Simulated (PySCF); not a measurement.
# ClF₄: relaxation and vibrations of the doublet

Aim: relax ClF₄ as a doublet from a PBE minimum start, check by its vibrations whether the end is a minimum, and collect its spectrum and constants.

The runs use PySCF 2.14.0; PBE, basis Cl def2-SVP, F def2-SVP, no relativity, density fitting.

**1. Starting geometry**

5 atoms, charge 0, spin multiplicity 2.

Bond lengths: Cl1–F2 1.769 Å, Cl1–F3 1.769 Å, Cl1–F4 1.769 Å, Cl1–F5 1.769 Å. Angles: F2–Cl1–F3 89.2°, F2–Cl1–F4 166.5°, F2–Cl1–F5 89.2°, F3–Cl1–F4 89.2°, F3–Cl1–F5 166.5°, F4–Cl1–F5 89.2°.

Coordinates in bohr (charge 0 multiplicity 2):
```
Cl    0.0000    0.0000    0.2677
F     3.3200    0.0000   -0.1243
F     0.0000    3.3200   -0.1243
F    -3.3200    0.0000   -0.1243
F     0.0000   -3.3200   -0.1243
```

**2. Finding the electronic state**

One driver script runs all steps and calls PySCF; scf.py shows how it sets up the SCF of each step. The optimiser is the driver's own. After this first run the driver tries any further starts and a stability analysis.

Contents of scf.py:

```python
from pyscf import gto, scf, dft
mol = gto.M(atom='''
Cl    -0.000000    -0.000000     0.141652
F      1.756855     0.000000    -0.065760
F     -0.000000     1.756855    -0.065760
F     -1.756855    -0.000000    -0.065760
F      0.000000    -1.756855    -0.065760''',
    basis={'Cl': 'def2-SVP', 'F': 'def2-SVP'},
    charge=0, spin=1)
mf = dft.UKS(mol, xc='PBE')
mf.grids.atom_grid = (50, 194)
aux = {'Cl': 'def2-universal-JKFIT', 'F': 'def2-universal-JKFIT'}
mf = mf.density_fit(auxbasis=aux)
mf.conv_tol = 1e-08
mf.diis_space = 10
mf.max_cycle = 60
mf.init_guess = 'minao'
mf.verbose = 4
mf.kernel()
```

Command:

```bash
$ OMP_NUM_THREADS=2 python axn.py task.json out
```

Further steps of the session: Relaxing the doublet from the PBE minimum start; Vibrations and properties at this point.

Q: Predict the outcome of this session. Wanted: minimum; geometry; wavenumbers; dipole moment; highest occupied, lowest empty level; polar-tensor charge of Cl1; zero-point energy; atomisation energy; ⟨S²⟩.

As calculated:

| quantity | value |
| --- | --- |
| minimum | doublet, C4v |
| geometry | Cl–F 1.769 Å (×4); F–Cl–F 89.2° (×4), F–Cl–F 166.5° (×2) |
| wavenumbers (cm⁻¹) | 131 (b1), 251 (e), 290 (b2), 318 (a1), 415 (b1), 512 (a1), 602 (e) |
| dipole moment | 0.66 D |
| highest occupied, lowest empty level (either spin) | -8.54, -7.68 eV |
| polar-tensor charge of Cl1 | +1.65 e |
| zero-point energy | 20.2 kJ/mol |
| entropy at 298.15 K | 321.3 J/(mol K) |
| atomisation energy (no zero-point energy) | 749 kJ/mol |
| ⟨S²⟩ | 0.752 |

**Reading.** The molecule stays C4v, as typed, and the end point is a minimum. In the infrared the band at 602 cm⁻¹ (e, stretch) leads. Only this shape and spin were tried, so other structures or states may lie lower.
